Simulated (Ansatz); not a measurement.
Cuprite Ag₂O: LDA at its full settings (plane-wave cutoff 520 eV, 8×8×8 k mesh, Fermi–Dirac smearing 0.01 eV, no spin polarisation, scalar-relativistic PAW data made under PBE) and at cheaper ones, in a cell of 6 atoms with Γ-centred meshes.

```
level and setting             equilibrium lattice constant a (Å)  bulk modulus (GPa)
----------------------------  ----------------------------------  ------------------
LDA (Ansatz)                                               4.637                 103
LDA (Γ point alone) (Ansatz)                               4.913                82.8
LDA (2×2×2 k mesh) (Ansatz)                                4.661                95.4
LDA (4×4×4 k mesh) (Ansatz)                                4.638                 103
```

Largest shifts from the full settings: lattice constant a +5.95 % (LDA (Γ point alone)), against a difference of -2.28 % of the full result from the reference 4.745 Å (measured, 15 K, not corrected to a static lattice; as tabulated in Gupta et al. (2014), arXiv:1311.4701); bulk modulus -19.6 % (LDA (Γ point alone)).

Ansatz's density-functional and Hartree–Fock values are scalar-relativistic unless marked +SOC, with PAW data made under PBE.

Run with cheap settings on purpose, which may leave them unconverged: LDA (2×2×2 k mesh), LDA (4×4×4 k mesh), LDA (Γ point alone).

Ansatz is a program for electronic structure.
